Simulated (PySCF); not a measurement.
Oxygen: a sound run and one with changed settings

Sound run: O [He] 2s2 2p4, O⁺ [He] 2s2 2p3. Calculation: PySCF 2.14, in aug-cc-pVDZ (4s3p2d, 23 functions); no relativity, point nucleus. The sound run starts from symmetry-adapted Hartree-Fock orbitals and uses a fine grid where one is needed.

Changed run: radial step 0.8 in ln r (0.13 in the sound run). This setting is unsound on purpose.

| species | method | sound run (hartree) | changed run (hartree) | converged |
| --- | --- | --- | --- | --- |
| O | UHF | -74.79660 | -74.79660 | yes |
| O | r2SCAN | -75.03924 | -75.07886 | yes |
| O | BP86 | -75.06708 | -75.11770 | yes |
| O⁺ | UHF | -74.35350 | -74.35350 | yes |
| O⁺ | r2SCAN | -74.53503 | -74.56213 | yes |
| O⁺ | BP86 | -74.54443 | -74.58529 | yes |

Ionisation energy of O:

```tsv
method	sound run (eV)	changed run (eV)
UHF	12.057	12.057
r2SCAN	13.720	14.061
BP86	14.222	14.488
```

A coarse radial grid mis-integrates the density and the exchange-correlation energy, with errors of either sign; Hartree-Fock needs no grid.

For comparison, NIST gives 13.618 eV between the lowest levels.
